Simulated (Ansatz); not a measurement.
C3H6FN, SMILES `C/C=C(\N)F` at its PBE0-D4/def2-TZVP geometry, where that method's forces vanish. Charge 0, multiplicity 1.

```xyz
11

C    -0.9581    1.0967    0.1982
C    -0.5549   -0.2751    0.6226
C     0.4488   -0.9644    0.0925
N     1.2551   -0.6652   -0.9823
F     0.7575   -2.1783    0.5733
H    -1.2217    1.7099    1.0638
H    -0.1559    1.6231   -0.3276
H    -1.8297    1.0897   -0.4656
H    -1.1254   -0.7752    1.3951
H     2.2176   -0.9436   -0.8578
H     1.1667    0.2823   -1.3122
```

(1) What forces (eV/Å) does r2SCAN-D4/def2-TZVPP give on these atoms in Ansatz 0.2.0? (Estimate.)

## Answers

(1) The calculation gave: 
```
C1  -0.016  0.073 -0.019
C2  -0.181  0.039  0.156
C3   0.023  0.201 -0.106
N4   0.048 -0.020 -0.128
F5   0.099 -0.338  0.122
H6  -0.005  0.000 -0.016
H7  -0.009 -0.003  0.003
H8  -0.001  0.019 -0.002
H9  -0.002  0.002 -0.009
H10  0.032  0.002 -0.003
H11  0.014  0.025  0.003
```
